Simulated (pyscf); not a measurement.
Elementary routes open to `[CH3][N]([CH3])[SiH3]` + `[OH2]` in the gas phase (singlet surface):
A. `[CH3][NH][CH3]` + `[OH][SiH3]` (N–Si, H–O broken; H–N, O–Si formed)
B. `[CH3][N]([CH3])[SiH2][OH]` + `[H][H]` (H–Si, H–O broken; O–Si, H–H formed)

PySCF, gas phase, ωB97X-D3(BJ)/def2-SVP geometries.

Rank the routes by free-energy barrier at 900 K, lowest first, for ωB97M-D3(BJ)/def2-TZVP energies (ideal gas, 1 atm, RRHO with modes under 100 cm⁻¹ raised to 100, one conformer, R ln 2 for chiral ones without a mode under 150 cm⁻¹).

A (49.2 kcal/mol), B (63.1 kcal/mol)

Route A is the fastest of these, ahead of the next by 13.9 kcal/mol. The most stable products are those of B (ΔG = -18.0 kcal/mol), whose barrier is 13.9 kcal/mol higher: the kinetic and the thermodynamic product differ. At 298 K A is still the fastest. A: On the reactant side the descent ends in a complex, 5.7 kcal/mol under the separated species and 20.0 kcal/mol under the saddle at ωB97X-D3(BJ)/def2-TZVP. On the product side the descent ends in a bound adduct, 8.9 kcal/mol under the separated species and 32.3 kcal/mol under the saddle at ωB97X-D3(BJ)/def2-TZVP. Only these routes are compared; each barrier is that of the saddle found, and lower ones may exist.
